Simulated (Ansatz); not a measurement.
Relaxation of ClH₇Si₂ (10 atoms, charge 0, multiplicity 1), to a largest force component of 0.03 eV/Å in at most 50 steps.

These are results of RKS PBE0/6-31G* (Ansatz 0.2.0), not measurements.

```xyz
10
Properties=species:S:1:pos:R:3:forces:R:3
Si -0.428 0.182 -0.408 -0.65 0.23 -0.06
Si -0.193 -0.228 2.990 0.26 0.02 0.49
H -0.595 -0.772 4.316 0.01 0.01 0.01
H 1.092 -0.855 2.575 -0.01 0.00 0.00
H -0.020 1.247 3.080 0.02 -0.01 0.04
H 0.471 0.897 0.529 0.02 0.01 -0.03
H -0.163 0.625 -1.797 -0.01 0.00 -0.03
H -0.265 -1.285 -0.282 -0.01 0.00 -0.02
Cl -2.416 0.704 0.051 0.50 -0.06 -0.43
H -1.241 -0.515 1.999 -0.11 -0.20 0.04
```

Where does it end, and by what steps?

The run converged. The force dipped under the threshold on the way, but the program's further checks kept it going. After 8 steps the energy has fallen by 0.198 eV; Cl9 moved furthest, 0.81 Å.

| step | energy less start (eV) | largest force component (eV/Å) | accepted |
| --- | --- | --- | --- |
| 0 | 0.0000 | 0.652 | yes |
| 1 | -0.1271 | 0.226 | yes |
| 2 | -0.1590 | 0.112 | yes |
| 3 | -0.1928 | 0.054 | yes |
| 4 | -0.1943 | 0.152 | yes |
| 5 | -0.1973 | 0.026 | yes |
| 6 | -0.1979 | 0.010 | yes |
| 7 | -0.1982 | 0.015 | yes |
| 8 | -0.1983 | 0.010 | yes |

```xyz
10
Properties=species:S:1:pos:R:3
Si -0.536 0.289 -0.901
Si -0.094 -0.325 3.503
H -0.405 -0.831 4.867
H 1.183 -0.926 3.031
H 0.040 1.156 3.538
H 0.252 1.003 0.135
H -0.049 0.652 -2.255
H -0.446 -1.177 -0.695
Cl -2.513 0.861 -0.738
H -1.190 -0.702 2.570
```

Whether the end is a true minimum wasn't checked by a vibrational analysis.

Run time: 26 s on 1 thread of Arm Neoverse V2 (shared host), peak memory 0.14 GiB.
